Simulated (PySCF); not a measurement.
Ranking problems on computed properties.

All species are isolated and taken at one optimised geometry, non-relativistic unless stated; the electronic structure was computed with PySCF and density fitting.

The conformers computed, where there is a choice (atom-mapped SMILES and torsion angles):
- `[O:1]=[C:2]([OH:3])/[CH:4]=[CH:5]/[C@H:6]([Cl:7])[SiH2:8][SiH3:9]`: O1–C2–C4–C5 2°, C4–C5–C6–Cl7 -147°, C5–C6–Si8–Si9 172°, H–O3–C2–O1 0°
- `[CH3:1][CH2:2][P:3]1[C:4]([O:5][CH3:6])=[C:7]1[C:8]([F:9])([F:10])[F:11]`: C1–C2–P3–C4 73°, P3–C4–O5–C6 -177°, C4–C7–C8–F9 -23°
- `[CH2:1]=[CH:2][P@:3](=[O:4])([CH2:5][CH3:6])[C:7]([F:8])=[C:9]([F:10])[F:11]`: C1–C2–P3–O4 -1°, C2–P3–C5–C6 176°, C2–P3–C7–F8 114°
- `[CH2:1]=[CH:2]/[C:3]([CH3:4])=[P:5]/[CH:6]1[CH2:7][CH2:8]1`: C1–C2–C3–C4 0°, C3–P5–C6–C7 84°
- `[CH2:1]=[CH:2][P+:3]([CH3:4])([CH3:5])[C:6]#[C:7][CH3:8]`: C1–C2–P3–C4 -123°
- `[CH2:1]=[CH:2][CH2:3][P@:4](=[O:5])([CH:6]=[CH2:7])[C:8]([F:9])([F:10])[F:11]`: C1–C2–C3–P4 104°, C2–C3–P4–O5 -177°, C3–P4–C6–C7 129°, C3–P4–C8–F9 -169°
- `[CH3:1][CH:2]([CH3:3])[CH2:4][C@H:5]([F:6])[C:7](=[O:8])[Cl:9]`: C1–C2–C4–C5 -70°, C2–C4–C5–F6 -62°, C4–C5–C7–O8 -81°
- `[CH3:1][Si:2]([OH:3])([OH:4])[OH:5]`: H–O3–Si2–C1 81°, H–O4–Si2–C1 80°, H–O5–Si2–C1 81°
- `[CH3:1][CH:2]([CH3:3])[c:4]1[cH:5][cH:6][pH:7][cH:8]1`: C1–C2–C4–C5 62°
- `[CH3:1][C:2]1=[C:3]([CH3:4])[PH+:5]1[CH:6]1[CH2:7][CH2:8]1`: C3–P5–C6–C7 -179°
- `[CH:1]#[C:2][CH2:3][P@H+:4]([CH3:5])[C:6](=[CH2:7])[CH3:8]`: C2–C3–P4–C5 -60°, C3–P4–C6–C7 -129°

(1) Rank by smallest rotational constant, lowest first (GFN2-xTB).
A. `CCP1C(OC)=C1C(F)(F)F`
B. `CC(C)C[C@H](F)C(=O)Cl`
C. `C=C[P@](=O)(CC)C(F)=C(F)F`
D. `[C-]#CC`
E. `C=CC[P@](=O)(C=C)C(F)(F)F`
F. `C=C/C(C)=P/C1CC1`
G. `O=C(O)/C=C/[C@H](Cl)[SiH2][SiH3]`
H. `C[P+](C#CC)(C)C=C`

(2) Rank by dipole moment, highest first (PBE0/pcSseg-1 at GFN2-xTB geometries).
A. `CC(C)C[C@H](F)C(=O)Cl` (C6H10ClFO)
B. `[P@](C=C)(CC=C)(=O)C(F)(F)F` (C6H8F3OP)
C. `CN` (CH5N)
D. `CC(C)c1cc[pH]c1` (C7H11P)
E. `O=C(O)/C=C/[C@H](Cl)[SiH2][SiH3]` (C4H9ClO2Si2)
F. `C=C[P@](=O)(CC)C(F)=C(F)F` (C6H8F3OP)
G. `C[Si](O)(O)O` (CH6O3Si)

(3) By how much do the two ends of that ranking differ?

(4) Rank by HOMO energy, highest first (PBE0/pcSseg-1 at GFN2-xTB geometries).
A. `C=C[P+](C)(C)C#CC`
B. `CCP1C(OC)=C1C(F)(F)F`
C. `C=C/C(C)=P/C1CC1`
D. `C=C[P@](=O)(CC)C(F)=C(F)F`
E. `C[Si](O)(O)O`
F. `[PH+]1(C(=C1C)C)C1CC1`

(5) By how much do the two ends of that ranking differ?

(6) Rank by HOMO–LUMO gap, lowest first (PBE0/pcSseg-1 at GFN2-xTB geometries).
A. `CC1=C(C)[PH+]1C1CC1`
B. `CC(C)c1cc[pH]c1`
C. `C=CC[P@](=O)(C=C)C(F)(F)F`
D. `C#CC[P@H+](C)C(=C)C`
E. `C1(OC)=C(P1CC)C(F)(F)F`
F. `C=C[P+](C)(C)C#CC`

(7) By how much do the two ends of that ranking differ?

Results:

(1) G (0.346 GHz), A (0.532 GHz), C (0.589 GHz), B (0.641 GHz), E (0.716 GHz), F (0.797 GHz), H (0.910 GHz), D (9.124 GHz).

(2) B (4.10 D), F (3.47 D), A (2.83 D), E (2.62 D), C (1.42 D), D (1.24 D), G (1.08 D).

(3) By 3.02 D, between `C=CC[P@](=O)(C=C)C(F)(F)F` and `C[Si](O)(O)O`.

(4) C (-6.30 eV), B (-6.72 eV), D (-7.63 eV), E (-8.44 eV), A (-12.43 eV), F (-12.58 eV).

(5) By 6.28 eV, between `C=C/C(C)=P/C1CC1` and `CC1=C(C)[PH+]1C1CC1`.

(6) B (5.63 eV), E (6.32 eV), C (6.50 eV), D (6.82 eV), F (7.36 eV), A (7.68 eV).

(7) By 2.05 eV, between `CC1=C(C)[PH+]1C1CC1` and `CC(C)c1cc[pH]c1`.
